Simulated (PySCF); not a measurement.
BCl3, SMILES ClB(Cl)Cl.

The structure is a stationary point at PBE0-D3(BJ)/def2-SVP. The isomer is the one that the SMILES or the coordinates give; other isomers of the formula were not compared.

Two levels are set side by side: TDA-PBE/def2-SVPD (PySCF) and ADC(2)/aug-cc-pVDZ (PySCF). Vertical, same geometry; the bases differ. Differences are taken from unrounded values.

| quantity | ADC(2) |
|---|---|
| lowest singlet excitation (eV) | 6.11 |

Task: What does TDA-PBE give, and how far is it from ADC(2)? (Estimate from the structure and the level; the computed values follow.)

Result: 
| quantity | TDA-PBE | TDA-PBE minus ADC(2) |
|---|---|---|
| lowest singlet excitation (eV) | 5.07 | -1.04 |

Functionals without exact exchange tend to place singlet excitations lower, as here. Differences between two approximate levels are no errors against the true value.

Rough cost on one machine, each run with all the roots and properties that it gave: ADC(2) against TDA-PBE about 30 times.
